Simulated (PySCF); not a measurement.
## Molecular orbitals of CN⁺

PBE0 at R = 1.228 Å; PySCF, no relativity, basis sets C def2-TZVP, N def2-TZVP. State: ³Σ⁻ (triplet), unpaired electrons π ↑↑, a second solution, started from another occupation. Only the outer orbitals are listed, counted within each symmetry.

| spin | orbital | occ. | ε (eV) | on C (%) | main shells (%) |
| --- | --- | --- | --- | --- | --- |
| α | 3σ | 1 | -40.50 | 32 | 56 N s, 20 C s, 12 N p |
| α | 4σ | 1 | -25.04 | 26 | 39 N s, 34 N p, 27 C s |
| α | 1π | 1 | -23.96 | 29 | 69 N p, 27 C p |
| α | 1π | 1 | -23.96 | 29 | 69 N p, 27 C p |
| α | 5σ | 1 | -20.10 | 83 | 46 C s, 36 C p, 16 N p |
| α | 2π | 0 | -11.70 | 73 | 73 C p, 26 N p |
| α | 2π | 0 | -11.70 | 73 | 73 C p, 26 N p |
| β | 3σ | 1 | -37.39 | 36 | 50 N s, 22 C s, 13 N p |
| β | 4σ | 1 | -23.45 | 23 | 42 N s, 36 N p, 23 C s |
| β | 5σ | 1 | -19.63 | 84 | 45 C s, 39 C p, 15 N p |
| β | 1π | 0 | -17.68 | 43 | 56 N p, 40 C p |
| β | 1π | 0 | -17.68 | 43 | 56 N p, 40 C p |
| β | 2π | 0 | -9.29 | 60 | 60 C p, 39 N p |

**Question.** Which are the highest filled and the lowest empty level, where do they sit, and how wide is the gap?

**Answer.** Highest filled β 5σ at -19.63 eV (in %: 45 C s, 39 C p, 15 N p); lowest empty β 1π at -17.68 eV (in %: 56 N p, 40 C p); the gap at PBE0 is 1.95 eV.

| Property | Result |
| --- | --- |
| bond order (Mayer) | 1.59 |
| ⟨S²⟩ | 2.004 |
| charge on C (Mulliken, basis-dependent) | 0.57 |
| charge on C (Löwdin, basis-dependent) | 0.39 |
| dipole moment (positive dipole points towards N; it is taken about the centre of mass and depends on that origin) | -0.10 D |
